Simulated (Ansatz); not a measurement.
Run this with Ansatz 0.2.0 through its Python package and show what comes out.

The script, `run_conformers.py`:
```python
import ansatz as az
from rdkit import Chem
from rdkit.Chem import AllChem

BASIS = 'cc-pVDZ'
XC = 'r2SCAN'


def main() -> None:
    rd = Chem.AddHs(Chem.MolFromSmiles('CC(F)CF'))
    ids = list(AllChem.EmbedMultipleConfs(rd, numConfs=20, randomSeed=767, pruneRmsThresh=0.4))
    field = [energy for _, energy in AllChem.MMFFOptimizeMoleculeConfs(rd)]
    distinct = {round(e, 2): i for i, e in zip(ids, field)}
    chosen = sorted(distinct.items())[:3]
    found = []
    for force_field, index in chosen:
        geometry = az.Crystal.molecule()
        for atom, xyz in zip(rd.GetAtoms(), rd.GetConformer(index).GetPositions()):
            geometry = geometry.atom(atom.GetSymbol(), xyz.round(5).tolist())
        calc = (
            geometry.calculation()
            .basis(gaussian=BASIS)
            .functional(XC)
            .scf(lower_state_search='light')
        )
        found.append(calc.run(threads=1).report['free_energy_ev'])
    print('conformer   MMFF (kcal/mol)   this level (kJ/mol)')
    for (force_field, index), e in zip(chosen, found):
        print(f'{index:9d} {force_field - chosen[0][0]:17.2f} {96.485332 * (e - min(found)):17.3f}')


if __name__ == '__main__':
    main()
```

```console
$ python run_conformers.py
conformer   MMFF (kcal/mol)   this level (kJ/mol)
        5              0.00             1.408
        3              0.03             0.000
        4              0.40             0.213
```

Reading the output:
- The settings weren't tested for convergence.
- The conformers keep their force-field geometries.
- The whole script took 16 s on 1 thread of Arm Neoverse V1 (shared host), peak memory 0.27 GiB.
